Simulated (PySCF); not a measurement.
# How methods differ on the ionisation energy of N

N [He] 2s2 2p3 (4S) → N⁺ [He] 2s2 2p2 (3P), as a difference of total energies. Calculation: PySCF 2.14, in def2-SVP; the non-relativistic Hamiltonian (point nucleus). Correlated levels: valence: 1s2 frozen. The calculations carry no spin-orbit coupling.

| method | ionisation energy (eV) | error (eV) |
| --- | --- | --- |
| UHF | 14.038 | -0.507 |
| r2SCAN | 14.869 | +0.324 |
| M06-2X | 14.614 | +0.069 |
| MP2 (valence) | 14.455 | -0.090 |
| SCS-MP2 (valence) | 14.244 | -0.301 |
| CCSD (valence) | 14.279 | -0.266 |
| CCSD(T) (valence) | 14.276 | -0.269 |

Reference: 14.545 eV (measured; NIST levels, between the centres of gravity of the two terms).

Errors of the correlated levels include the incompleteness of this basis and the frozen core.
